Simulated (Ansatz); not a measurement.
A made-up structure of AlBH2Cl, doublet:

| atom | x (Å) | y (Å) | z (Å) |
| --- | --- | --- | --- |
| Al1 | -0.6682 | 0.0741 | -0.9423 |
| B2 | 0.6006 | -0.0083 | 0.2378 |
| Cl3 | 0.5332 | -1.5431 | 1.1001 |
| H4 | -1.9471 | 0.6384 | -0.6235 |
| H5 | 1.4815 | 0.8390 | 0.2279 |

It is relaxed with PBE-D4/def2-SVP and then PBE0-D4/def2-TZVP (Ansatz 0.2.0). Atoms count as bonded within 1.22 times the sum of their covalent radii (H–H: 0.88 Å). The end point is not checked to be a true minimum.

(1) Does its bonding change? (A judgement: the text doesn't fix the answer.)

Results:

(1) The calculation gives: No: no bond forms or breaks.

Where it ends: The first stage lowers the energy by 1.59 eV in 10 steps. It ends as AlBH₂Cl ([AlH][BH][Cl]):
Al1  (-0.884, 0.156, -1.018)
B2  (0.715, -0.062, 0.306)
Cl3  (0.866, -1.553, 1.227)
H4  (-2.347, 0.777, -0.875)
H5  (1.650, 0.682, 0.360)
(Å)

Labels in which every atom is bracketed show which atoms are joined, not bond orders.

For scale, one of the runs: PBE0-D4/def2-TZVP relaxation, 117 basis functions, launched by `ansatz run in.yaml --threads 2 --pin off --events-out ev --progress --plain --max-ram 4352MiB`. The run took about 49 s on 2 CPU threads of an Arm Neoverse N1 (shared host).
